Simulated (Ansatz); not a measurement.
Relaxed structures of CH7BSi, singlet (PBE0-D4/def2-TZVP; forces vanish, vibrations not checked; lower isomers may exist, and structures with a doubtful reference or unclear bonds are left out; Å). Program: Ansatz 0.2.0. Basis: def2-TZVPP. Cores are frozen in the correlated methods.

(1) Rank them by CCSD(T) energy, lowest first, and give each one's height above the lowest. Links in brackets join atoms within 1.22 times the sum of their covalent radii (1.1 for two metals). (To be estimated.)
A.
CH₇BSi ([BH2][CH2][SiH3])
```
10
angstrom
B -1.0725 0.4542 -0.9600
Si 0.6793 -0.9300 0.6511
C 0.0419 0.7512 0.0485
H -2.2041 0.3091 -0.5941
H -0.8187 0.2893 -2.1192
H -0.2834 1.2597 0.9610
H 0.9260 1.2416 -0.3697
H 1.2176 -1.7293 -0.4797
H 1.7683 -0.7014 1.6361
H -0.4055 -1.7035 1.3085
```
B.
a complex of CH₅BSi ([BH][SiH][CH3]) + H₂
```
10
angstrom
B -1.0936 0.8631 -1.2615
Si 0.4561 -0.0281 -0.9123
C 0.8171 -0.9431 0.6790
H 0.2571 2.1736 2.3959
H -2.1113 1.4024 -1.5185
H 0.1696 2.1111 1.6552
H 1.5473 0.0718 -1.9086
H 1.0884 -1.9807 0.4756
H 1.6384 -0.4680 1.2193
H -0.0654 -0.9360 1.3201
```
C.
CH₇BSi ([BH2][SiH2][CH3])
```
10
angstrom
B -1.2952 0.5006 -1.2295
Si 0.2562 0.6218 0.0422
C 0.7411 -0.9772 0.8947
H -1.8978 -0.5109 -1.4465
H -1.6553 1.4820 -1.8129
H -0.0879 1.6568 1.0657
H 1.4223 1.1612 -0.7234
H 1.0209 -1.7367 0.1608
H 1.5883 -0.8275 1.5674
H -0.0926 -1.3702 1.4814
```

T1 diagnostic: at most 0.015. The restricted Hartree–Fock reference is unstable towards an unrestricted one at one or more of these structures.

## Answers

(1) Computed: A (0.00 kcal/mol), C (10.78 kcal/mol), B (73.31 kcal/mol). Heights count from the lowest.

For scale, one of the runs: CCSD(T)/def2-TZVPP, 202 basis functions, launched by `ansatz run in.yaml --threads 2 --pin off --events-out ev --progress --plain --max-ram 4352MiB`. Time: 47 s of wall clock on 2 CPU threads of an Arm Neoverse V2; the host was shared. Peak host memory: 2.4 GiB.
